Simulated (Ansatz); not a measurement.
The input, for Ansatz 0.2.0:

```yaml
crystal:
  periodic: [false, false, false]
  atoms:
    - {symbol: Ge, position_ang: [0.000000, 0.000000, 0.000000]}
    - {symbol: B, position_ang: [0.000000, 0.000000, 1.977400]}
basis:
  gaussian: {orbitals: cc-pVTZ}
total_charge: 1
magnetization: {spin_polarized: false, initial_magnetization: 2}
correlation: {method: ccsd_t, electrons: outside_noble_gas}
output: {forces: true}
```

```sh
$ ansatz run in.yaml --threads 1 --pin off --events-out ev --progress --plain --max-ram 2393MiB
```

**Question.** Roughly how long does this take on 1 thread of Arm Neoverse V2, shared host, and how much host memory?

**Answer.** 15 s wall and 0.26 GiB.

```
468 factors; integrals over basis functions are off by at most 1.3e-3 eV
mean field evaluation 1: about -57133.8116 eV, gradient 7.3e0 eV
mean field evaluation 2: about -57133.8162 eV, gradient 7.3e0 eV
mean field evaluation 4: about -57134.0802 eV, gradient 1.7e0 eV
mean field evaluation 8: about -57134.1447 eV, gradient 2.8e-1 eV
mean field evaluation 16: about -57134.1464 eV, gradient 2.3e-4 eV
mean field evaluation 32: about -57134.7521 eV, gradient 1.1e0 eV
mean field evaluation 64: about -57134.1317 eV, gradient 4.1e-1 eV
mean field evaluation 96: about -57134.3762 eV, gradient 6.3e0 eV
mean field evaluation 128: about -57134.0493 eV, gradient 2.6e0 eV
mean field evaluation 160: about -57130.0053 eV, gradient 3.5e-1 eV
mean field evaluation 192: about -57131.6351 eV, gradient 1.2e0 eV
mean field evaluation 224: about -57131.5788 eV, gradient 2.5e0 eV
mean field evaluation 256: about -57131.5509 eV, gradient 1.3e0 eV
mean field evaluation 288: about -57131.5911 eV, gradient 2.7e-1 eV
mean field evaluation 320: about -57134.9223 eV, gradient 9.1e-3 eV
mean field evaluation 352: about -57129.5915 eV, gradient 8.0e0 eV
mean field evaluation 384: about -57131.7326 eV, gradient 1.8e0 eV
mean field evaluation 416: about -57134.1464 eV, gradient 3.4e-6 eV
mean field evaluation 448: about -57131.6446 eV, gradient 6.3e-1 eV
mean field evaluation 480: about -57131.5920 eV, gradient 4.5e-4 eV
mean field -57134.92229162 eV, -2099.6696667757 hartree, gradient 2.5e-6 eV, S^2 2.000000; 12 other end points of the search recorded, 0 dependent functions left out
mean field evaluation 512: about -57134.4171 eV, gradient 3.7e0 eV
mean field evaluation 544: about -57135.0257 eV, gradient 1.2e-1 eV
determinant -57134.92229162 eV, -2099.6696667757 hartree, with singles and doubles -57138.53627962 eV, -2099.8024783852 hartree
determinant -57134.14641820 eV, -2099.6411539535 hartree, with singles and doubles -57138.47238523 eV, -2099.8001303097 hartree
determinant -57131.63227700 eV, -2099.5487609684 hartree, with singles and doubles -57135.61303255 eV, -2099.6950510366 hartree
determinant -57131.59198309 eV, -2099.5472801945 hartree, with singles and doubles -57135.47693357 eV, -2099.6900494915 hartree
determinant -57134.92229162 eV, -2099.6696667757 hartree, with singles and doubles -57138.48440368 eV, -2099.8005719796 hartree
determinant -57134.14641820 eV, -2099.6411539535 hartree, with singles and doubles -57138.38121176 eV, -2099.7967797462 hartree
15 core orbitals not correlated: weight in the atoms' cores, before any rotation towards them, 1.000 or more for the frozen orbitals, at most 0.000 for the correlated occupied ones
reference -57134.14641820 eV, -2099.6411539535 hartree; 4, 2 occupied and 54, 56 virtual orbitals, 468 factors
second order -3.45377700 eV of doubles, -0.05061954 eV of singles
cycle   1  -4.23479315 eV  change    4.0e-7 eV  update   3.1e-6
cycle   2  -4.23479124 eV  change    1.9e-6 eV  update   2.2e-6
cycle   3  -4.23479104 eV  change    2.0e-7 eV  update   9.5e-7
cycle   4  -4.23479090 eV  change    1.4e-7 eV  update   4.8e-7
perturbative correction -0.30148463 eV, -0.0110793560 hartree
the calculation of the forces begins
Total energy: -57138.68269374 eV, -2099.8078590047 hartree
Atom 0 at     0.000000     0.000000     0.000000 Å, force     0.000000     0.000000    -0.524704 eV/Å
Atom 1 at     0.000000     0.000000     1.977400 Å, force    -0.000000    -0.000000     0.524704 eV/Å
Dipole moment:    -0.000000    -0.000000     0.344047 e Å
```

Forces (eV/Å):
```
Ge   0.000  0.000 -0.525
B    0.000  0.000  0.525
```
